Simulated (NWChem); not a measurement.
System: CH$_{2}$Cl$_{2}$ cation, doublet; SMILES of the neutral closed-shell parent C(Cl)Cl

The following NWChem deck was run.

```
start job
memory heap 200 mb stack 900 mb global 1100 mb
charge 1
geometry units angstroms
  Cl     1.479952     0.000000     0.184006
  C      0.000000     0.000000    -0.674754
  Cl    -1.479952     0.000000     0.184006
  H      0.000000     0.867535    -1.390769
  H      0.000000    -0.867535    -1.390769
end
basis spherical
  * library 6-31g*
end
dft
  odft
  mult 2
  xc b3lyp
  iterations 150
end
driver
  maxiter 120
end
task dft optimize
task dft freq
```

Output (shortened):

```
             Northwest Computational Chemistry Package (NWChem) 7.3.0
             --------------------------------------------------------

 C2V symmetry detected

                             Geometry "geometry" -> ""
                             -------------------------

 Output coordinates in angstroms (scale by  1.889725989 to convert to a.u.)

  No.       Tag          Charge          X              Y              Z
 ---- ---------------- ---------- -------------- -------------- --------------
    1 Cl                  17.0000     1.47995200     0.00000000     0.19766929
    2 C                    6.0000     0.00000000     0.00000000    -0.66109071
    3 Cl                  17.0000    -1.47995200     0.00000000     0.19766929
    4 H                    1.0000     0.00000000     0.86753500    -1.37710571
    5 H                    1.0000     0.00000000    -0.86753500    -1.37710571

 Effective nuclear repulsion energy (a.u.)     136.1615522177

      Symmetry information
      --------------------

 Group name             C2v
 Group number             16
 Group order               4
 No. of unique centers     3

                                Z-matrix (autoz)
                                --------

 Units are Angstrom for bonds and degrees for angles

      Type          Name      I     J     K     L     M      Value
      ----------- --------  ----- ----- ----- ----- ----- ----------
    1 Stretch                  1     2                       1.71106
    2 Stretch                  2     3                       1.71106
    3 Stretch                  2     4                       1.12485
    4 Stretch                  2     5                       1.12485
    5 Bend                     1     2     3               119.75007
    6 Bend                     1     2     4               108.63100
    7 Bend                     1     2     5               108.63100
    8 Bend                     3     2     4               108.63100
    9 Bend                     3     2     5               108.63100
   10 Bend                     4     2     5               100.93127

                           NWChem Geometry Optimization
                           ----------------------------

[...]

      ----------------------
      Optimization converged
      ----------------------

  Step       Energy      Delta E   Gmax     Grms     Xrms     Xmax
  ---- ---------------- -------- -------- -------- -------- --------
@    4    -959.28546895 -1.2D-07  0.00001  0.00000  0.00047  0.00083
                                     ok       ok       ok       ok

                                Z-matrix (autoz)
                                --------

 Units are Angstrom for bonds and degrees for angles

      Type          Name      I     J     K     L     M      Value     Gradient
      ----------- --------  ----- ----- ----- ----- ----- ---------- ----------
    1 Stretch                  1     2                       1.73824    0.00001
    2 Stretch                  2     3                       1.73824    0.00001
    3 Stretch                  2     4                       1.11353    0.00000
    4 Stretch                  2     5                       1.11353    0.00000
    5 Bend                     1     2     3               118.88687    0.00000
    6 Bend                     1     2     4               108.32697   -0.00000
    7 Bend                     1     2     5               108.32697   -0.00000
    8 Bend                     3     2     4               108.32697   -0.00000
    9 Bend                     3     2     5               108.32697   -0.00000
   10 Bend                     4     2     5               103.58641    0.00000

                         Geometry "geometry" -> "geometry"
                         ---------------------------------

 Output coordinates in angstroms (scale by  1.889725989 to convert to a.u.)

[...]

 Rotational Constants
 --------------------
 A=   1.236066 cm-1  (  1.778384 K)
 B=   0.106531 cm-1  (  0.153272 K)
 C=   0.099872 cm-1  (  0.143690 K)

 Temperature                      =   298.15K
 frequency scaling parameter      =   1.0000

 Zero-Point correction to Energy  =   16.630 kcal/mol  (  0.026502 au)
 Thermal correction to Energy     =   18.935 kcal/mol  (  0.030175 au)
 Thermal correction to Enthalpy   =   19.527 kcal/mol  (  0.031119 au)

 Total Entropy                    =   64.653 cal/mol-K
   - Translational                =   39.179 cal/mol-K (mol. weight =  83.9534)
   - Rotational                   =   22.933 cal/mol-K (symmetry #  =        2)
   - Vibrational                  =    2.541 cal/mol-K

 Cv (constant volume heat capacity) =   10.921 cal/mol-K
   - Translational                  =    2.979 cal/mol-K
   - Rotational                     =    2.979 cal/mol-K
   - Vibrational                    =    4.962 cal/mol-K

[normal modes left out]

 ----------------------------------------------------------------------------
 Normal Eigenvalue ||           Projected Infra Red Intensities
  Mode   [cm**-1]  || [atomic units] [(debye/angs)**2] [(KM/mol)] [arbitrary]
 ------ ---------- || -------------- ----------------- ---------- -----------
    1       -0.000 ||    0.011988           0.277        11.686       2.866
    2        0.000 ||    0.001277           0.029         1.245       0.305
    3        0.000 ||    0.001331           0.031         1.297       0.318
    4        0.000 ||    0.025967           0.599        25.314       6.207
    5        0.000 ||    0.006474           0.149         6.311       1.548
    6        0.000 ||    0.006703           0.155         6.534       1.602
    7      313.717 ||    0.002692           0.062         2.625       0.644
    8      558.286 ||    0.020926           0.483        20.400       5.002
    9      686.929 ||    0.000426           0.010         0.416       0.102
   10      810.387 ||    0.012526           0.289        12.211       2.994
   11     1066.822 ||    0.000000           0.000         0.000       0.000
   12     1174.519 ||    0.209806           4.840       204.529      50.152
   13     1249.815 ||    0.102760           2.371       100.175      24.564
   14     2871.177 ||    0.107481           2.480       104.778      25.692
   15     2907.025 ||    0.117151           2.703       114.205      28.004
 ----------------------------------------------------------------------------
```

Level: B3LYP/6-31G* (spherical d), spin-unrestricted. In the optimisation the excess spin sits in b2 (C2v, its own frame). The spin multiplicity was typed, not searched, and may not be the lowest. No stability test was run on the SCF state.
